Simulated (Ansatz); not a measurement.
## Sn (model structure, started from the omega type, P6/mmm, No. 191, 3 atoms in the cell): properties by level of theory

| level (code) | equilibrium lattice constant a (Å) | c axis length (Å) |
|---|---|---|
| PBE (Ansatz) | 5.478 | 3.222 |
| PBEsol (Ansatz) | ___ | 3.159 |
| PBE-D3(BJ) (Ansatz) | 5.397 | 3.171 |

Complete the blanks.


- PBEsol (Ansatz, a first-principles code), equilibrium lattice constant a (Å): 5.379

Caveats: a distance lies near a switch of the dispersion term, which can move the cell (PBE-D3(BJ)). Ansatz's density-functional and Hartree–Fock values are scalar-relativistic unless marked +SOC, with PAW data made under PBE.

The computed numbers hold no vibrational or temperature effects.

A model structure was made by putting elements into a prototype or built by hand; it is no filed structure, need not be a known phase, and can be a saddle point held by its symmetry.
